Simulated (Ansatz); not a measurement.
Input file:

```yaml
crystal:
  periodic: [false, false, false]
  atoms:
    - {symbol: Ti, position_ang: [0.000000, 0.000000, 0.000000]}
    - {symbol: C, position_ang: [0.000000, 0.000000, 1.805200]}
basis:
  gaussian: {orbitals: def2-SVPD}
total_charge: 1
magnetization: {spin_polarized: false, initial_magnetization: 5}
correlation: {method: mp2, electrons: outside_noble_gas}
scf: {lower_state_search: off}
```

```sh
$ ansatz run in.yaml --threads 1 --pin off --events-out ev --progress --plain --max-ram 2393MiB
```

The program prints:

```
these checks for a lower state are left out or cut short: stability, starts, cluster_reference, orbital_swaps, neighbouring_geometries, increment
562 factors; integrals over basis functions are off by at most 1.2e-3 eV
mean field evaluation 1: about -24100.2024 eV, gradient 1.8e1 eV
mean field evaluation 2: about -24100.2949 eV, gradient 1.8e1 eV
mean field evaluation 4: about -24102.0384 eV, gradient 4.3e0 eV
mean field evaluation 8: about -24102.3581 eV, gradient 1.2e0 eV
mean field evaluation 16: about -24102.4070 eV, gradient 4.0e-5 eV
mean field -24102.40702568 eV, -885.7471209955 hartree, gradient 2.2e-6 eV, S^2 8.750000; 0 other end points of the search recorded, 0 dependent functions left out
10 core orbitals not correlated: weight in the atoms' cores, before any rotation towards them, 0.996 or more for the frozen orbitals, at most 0.002 for the correlated occupied ones
reference -24102.40702568 eV, -885.7471209955 hartree; 6, 1 occupied and 38, 43 virtual orbitals, 562 factors
second order -2.56588868 eV of doubles, -0.02734439 eV of singles
Total energy: -24105.00025875 eV, -885.8424205529 hartree
Checks for a lower state left out: stability, starts, cluster_reference, orbital_swaps, neighbouring_geometries, increment
```

Ran on 1 thread of Arm Neoverse V2, shared host: 0.33 s wall, 0.08 GiB peak host memory.
